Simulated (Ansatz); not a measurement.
Results of LC-ωPBE (plane waves, PAW; Ansatz, a quantum-chemistry and plane-wave program) for bcc Fe.

Run with plane-wave cutoff 460 eV, 16×16×16 k mesh, Fermi–Dirac smearing 0.05 eV, spin-polarised with parallel moments, scalar-relativistic PAW data made under PBE.

Computed at the level's own relaxed cell.

**Question.** What does this level give for the magnetic moment per atom (the cell's total over its atoms), lattice parameter a, pressure derivative B′ of the bulk modulus, equilibrium volume per atom and bulk modulus?

**Answer.** 
- magnetic moment per atom (the cell's total over its atoms): 2.56 μB
- lattice parameter a: 2.829 Å
- pressure derivative B′ of the bulk modulus: 4.8
- equilibrium volume per atom: 11.32 Å³/atom
- bulk modulus: 231 GPa

Measured, for comparison: lattice constant a 2.853 Å, equilibrium volume per atom 11.61 Å³/atom (static lattice: zero-point anharmonic expansion removed; as tabulated in Mejia-Rodriguez and Trickey (2018), arXiv:1807.09216); bulk modulus 174 GPa (corrected for temperature and zero-point phonon effects, our sources range from 170 to 175; as tabulated in Levämäki et al. (2014), arXiv:1402.3671). Computed (rounded) less measured: lattice constant a -0.8 %, equilibrium volume per atom -2.5 %, bulk modulus +33 % (+32 % to +36 % over the range).

Moments are spin moments.

Computed values are for the static lattice.

The result took very roughly 120 core-minutes.
